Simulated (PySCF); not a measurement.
Ionisation energy of Si by level of theory

Si [Ne] 3s2 3p2 (3P) → Si⁺ [Ne] 3s2 3p1 (2P), as a difference of total energies. Calculation: PySCF 2.14, in def2-QZVPPD; the non-relativistic Hamiltonian (point nucleus). Correlated levels: valence: [Ne] frozen; valence and next inner shell: 1s2 frozen. The calculations carry no spin-orbit coupling.

```json
{"method": "UHF", "ionisation energy (eV)": "7.637"}
{"method": "LDA", "ionisation energy (eV)": "8.234"}
{"method": "PBE", "ionisation energy (eV)": "8.196"}
{"method": "PBE0", "ionisation energy (eV)": "8.218"}
{"method": "r2SCAN", "ionisation energy (eV)": "8.319"}
{"method": "PW91", "ionisation energy (eV)": "8.237"}
{"method": "LC-wPBE", "ionisation energy (eV)": "8.304"}
{"method": "BP86", "ionisation energy (eV)": "8.253"}
{"method": "SCS-MP2 (valence)", "ionisation energy (eV)": "7.985"}
{"method": "MP2 (valence and next inner shell)", "ionisation energy (eV)": "8.065"}
{"method": "SCS-MP2 (valence and next inner shell)", "ionisation energy (eV)": "7.979"}
```

Problem. Estimate what MP2 (valence) gives.

Solution. 8.073 eV, closest to MP2 (valence and next inner shell) among the rows shown.

Problem. Estimate what PBEsol gives.

Solution. 8.169 eV, closest to PBE among the rows shown.

Errors of the correlated levels include the incompleteness of this basis and the frozen core.

For comparison: 8.157 eV (measured; NIST levels, between the centres of gravity of the two terms).
